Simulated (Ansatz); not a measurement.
Two shapes of singlet SO2.

Shape 1:

```xyz
3

S     0.0000    0.0000   -0.3713
O     0.0000    1.2504    0.3713
O     0.0000   -1.2504    0.3713
```

Shape 2:

```xyz
3

S     0.0283    0.0138   -0.4102
O    -0.0170    1.2947    0.3556
O    -0.0058   -1.2997    0.3777
```

Basis set: 6-31G* (spherical functions). Correlated methods keep 7 orbitals frozen. Charge 0, multiplicity 1.

Computed with Ansatz (development build ahead of 0.2.0); each method stands on the lowest determinant of its kind that the runs found.

Q: Which shape is lower in energy, and by how much in each method?

A:

| method | E(2) − E(1) (eV) |
| --- | --- |
| RHF | 0.566 |
| RHF-MP2 | 0.041 |

Shape 1 is lower. Caution: in another basis set an unrestricted determinant lies well below.
